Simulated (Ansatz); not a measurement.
A nudged elastic band was laid between two geometries of AlClFH3 (6 atoms, charge 0, multiplicity 1).

Computed with Ansatz, RKS B3LYP-D4/6-31G*.

```json
{"movable images": "9", "climbing image": "yes", "spring": "5.0 eV/Å²", "optimiser": "quadratic models (default)", "start path": "through a guess of the saddle point", "force threshold": "0.03 eV/Å", "iteration limit": "60", "end points": "relaxed"}
```

First end point:

```xyz
6
Properties=species:S:1:pos:R:3
Al 0.009 -0.061 0.089
Cl 0.004 0.337 2.252
H 1.410 0.148 -0.605
H -1.404 0.069 -0.598
F 0.062 -1.995 0.663
H 0.064 -1.794 1.610
```

Last end point:

```xyz
6
Properties=species:S:1:pos:R:3
Al 0.016 -0.390 -0.262
Cl 0.019 -0.039 2.459
H 1.406 0.259 -0.642
H -1.408 0.180 -0.640
F 0.061 -1.989 0.270
H 0.052 -1.318 2.226
```

Task: What changes between the two ends?

Result: Bonds broken: F5–H6. Bonds formed: Cl2–H6.

Task: Give the energies along the band, and the barrier.

Result: It converged. The highest image is number 5 of 0 to 10, 20.9 kJ/mol above the first end and 14.3 kJ/mol above the last; the last end lies 6.6 kJ/mol above the first. A vibrational analysis at the climbing image gives one clearly imaginary mode, 614i cm⁻¹: a first-order saddle point. The orbitals stay closed-shell, which can raise the energy where a bond breaks towards radicals; this wasn't checked here.

```tsv
image	path coordinate (Å)	energy (kJ/mol)	F5–H6 (Å)	Cl2–H6 (Å)
0	0.00	0.0	0.97	2.23
1	0.13	0.9	0.98	2.06
2	0.26	4.0	1.00	1.91
3	0.39	9.9	1.05	1.77
4	0.52	17.3	1.13	1.63
5	0.65	20.9	1.26	1.51
6	0.79	17.4	1.42	1.41
7	0.93	11.9	1.58	1.35
8	1.07	8.4	1.74	1.32
9	1.21	6.9	1.90	1.31
10	1.35	6.6	2.07	1.30
```

Task: What is the geometry of the highest image?

Result: 
```xyz
6
Properties=species:S:1:pos:R:3
Al 0.014 -0.273 -0.056
Cl 0.020 0.016 2.339
H 1.419 0.172 -0.611
H -1.414 0.097 -0.606
F 0.056 -1.949 0.616
H 0.050 -1.359 1.728
```

Task: What are the harmonic wavenumbers there?

Result: 614i, 321, 389, 480, 526, 634, 760, 796, 885, 1445, 1987, 2006 cm⁻¹.

The run took 2 min on 1 thread of Arm Neoverse V2, on a shared host, peak memory 0.11 GiB.
